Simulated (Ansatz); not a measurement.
Results of r²SCAN+rVV10 in Ansatz (PAW) for α-N2.

Settings: plane-wave cutoff 600 eV, 4×4×4 k mesh, scalar-relativistic PAW data made under PBE.

Computed at the level's own relaxed cell.

```
N
1.0
    5.48199     0.00000     0.00000
    0.00000     5.48199     0.00000
    0.00000     0.00000     5.48199
N
8
Cartesian
  5.16648   3.05650   2.42549
  2.42549   5.16648   3.05650
  5.16648   5.16648   5.16648
  0.31551   0.31551   0.31551
  3.05650   2.42549   5.16648
  3.05650   0.31551   2.42549
  2.42549   3.05650   0.31551
  0.31551   2.42549   3.05650
```

Give the elastic tensor (Voigt notation, GPa, ions relaxed, in the Cartesian axes of the cell as printed).


```
    3.9     3.0     3.0     0.0     0.0     0.0
    3.0     3.9     3.0     0.0     0.0     0.0
    3.0     3.0     3.9     0.0     0.0     0.0
    0.0     0.0     0.0     1.9     0.0     0.0
    0.0     0.0     0.0     0.0     1.9     0.0
    0.0     0.0     0.0     0.0     0.0     1.9
```

Static lattice: no zero-point or thermal effects.

Ansatz is an electronic-structure program.
